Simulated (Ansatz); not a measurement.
Geometry optimisation, Ansatz 0.2.0, RKS PBE0-D4/cc-pVDZ.

input.yaml

```yaml
crystal:
  periodic: [false, false, false]
  atoms:
    - { symbol: "N", position_ang: [-0.30655, 0.26315, -0.86226] }
    - { symbol: C, position_ang: [0.58475, 0.30542, 0.35654] }
    - { symbol: O, position_ang: [0.45438, -1.08761, 0.94466] }
    - { symbol: H, position_ang: [-0.32872, 1.21572, -1.2298] }
    - { symbol: H, position_ang: [-1.28667, 0.02444, -0.63312] }
    - { symbol: H, position_ang: [0.01885, 0.90873, 1.15954] }
    - { symbol: H, position_ang: [0.86397, -1.62985, 0.26443] }
total_charge: -1
basis:
  gaussian: { orbitals: cc-pVDZ }
hamiltonian:
  xc: pbe0
  dispersion: d4
relax:
  f_tol: 0.02
  max_steps: 40
```

Run as:

```bash
$ ansatz run input.yaml --threads 1 --pin off --max-ram 2048MiB --backend cpu --events-out ev --progress --plain --runs-dir out
```

Question: Where does it end, and by what steps?

Answer: It converged. Limits of this set-up: an anion without diffuse functions. After 7 steps the energy has fallen by 0.063 eV; H5 moved furthest, 0.25 Å.

| step | energy less start (eV) | largest force component (eV/Å) | accepted |
| --- | --- | --- | --- |
| 0 | 0.0000 | 0.696 | yes |
| 1 | -0.0358 | 0.577 | yes |
| 2 | -0.0542 | 0.200 | yes |
| 3 | -0.0544 | 0.390 | yes |
| 4 | -0.0621 | 0.038 | yes |
| 5 | -0.0625 | 0.038 | yes |
| 6 | -0.0627 | 0.026 | yes |
| 7 | -0.0628 | 0.011 | yes |

```xyz
7
Properties=species:S:1:pos:R:3
N -0.377 0.242 -0.830
C 0.531 0.274 0.350
O 0.445 -1.116 0.906
H -0.233 1.118 -1.337
H -1.395 0.245 -0.586
H -0.015 0.811 1.187
H 1.044 -1.576 0.311
```

Whether the end is a true minimum wasn't checked by a vibrational analysis.

Run time: 17 s on 1 thread of Arm Neoverse V1 (shared host), peak memory 0.13 GiB.
